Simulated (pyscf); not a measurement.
H₃C–O–SiH₃ + H• → H₃C–OH + SiH₃•, a substitution at O (doublet surface; O–Si broken, H–O formed). Optimised with ωB97X-D3(BJ)/def2-SVP in PySCF. MP2 and CC: frozen core, UHF for open shells. ΔMP2 is the change of the MP2 total energy from the triple- to the quadruple-zeta basis. Energies in eV from the separated reactants.

AM1 to PM7: differences of heats of formation from MOPAC, which are fitted to 298 K values and so differ in kind from electronic energies by zero-point and thermal terms. Open shells are spin-unrestricted. 

Question: In single points PM6 puts the saddle at -0.28 eV and the reaction energy at +0.40 eV. Should these be trusted to within a few kcal/mol? Compare with CCSD(T)/def2-TZVPP + ΔMP2(QZVPP).

Answer: CCSD(T)/def2-TZVPP + ΔMP2(QZVPP) gives ΔE‡ = 1.08 eV and ΔE = +0.12 eV. PM6 lies 1.36 eV under it in the barrier and 0.28 eV over it in the reaction energy, so on this step it does not hold to within 0.13 eV. At PM6 this geometry lies under one side, so its ΔE‡ may be no barrier of that level. CCSD(T)/def2-TZVPP + ΔMP2(QZVPP) has limits of its own. The same reactants have a lower exit, to H₃C–O–SiH₂• + H₂ (barrier +0.21 eV at ωB97M-D3(BJ)/def2-TZVP, against +1.09 eV here). H₃C–O–SiH₃ lies 1.03 eV over its isomer H₃C–SiH₂–OH (electronic energy, ωB97M-D3(BJ)/def2-TZVP). This is the saddle that the search found; another between the same sides may lie lower. The angle at the attacked O is 128°. The CCSD(T) − MP2 part came from Ansatz, without density fitting, on the same reference.
